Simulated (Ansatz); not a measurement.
Mulliken charges of CH7AlSi (`[AlH2][CH2][SiH3]`) from PBE/def2-TZVPP in Ansatz (PBE0-D4/def2-TZVP geometry).

| atom | x (Å) | y (Å) | z (Å) | charge (e) |
| --- | --- | --- | --- | --- |
| Al1 | -1.415 | 0.744 | -0.798 | 0.373 |
| C2 | 0.371 | -0.029 | -0.703 | -0.334 |
| Si3 | 0.872 | -0.557 | 1.016 | 0.148 |
| H4 | -2.669 | -0.194 | -1.057 | -0.119 |
| H5 | -1.612 | 2.306 | -0.600 | -0.119 |
| H6 | 0.426 | -0.911 | -1.351 | 0.109 |
| H7 | 1.108 | 0.701 | -1.055 | 0.109 |
| H8 | -0.081 | -1.573 | 1.544 | -0.055 |
| H9 | 0.844 | 0.608 | 1.945 | -0.055 |
| H10 | 2.239 | -1.145 | 1.061 | -0.056 |

Q: By hand: the dipole of these point charges (1 e Å = 4.8032 D).

A: Σ q r = (-0.013, 0.048, -0.229) e Å, of length 0.234 e Å = 1.12 D.

Q: How does the dipole of the full density compare? (An estimate is asked.)

A: Ansatz gave: (0.110, -0.011, -0.191) e Å, 1.06 D; the point charges give 1.06 times that, at 36° from its direction.

Point charges leave out the atoms' own dipoles, such as those of lone pairs, and Mulliken's split depends on the basis, so the two needn't agree.
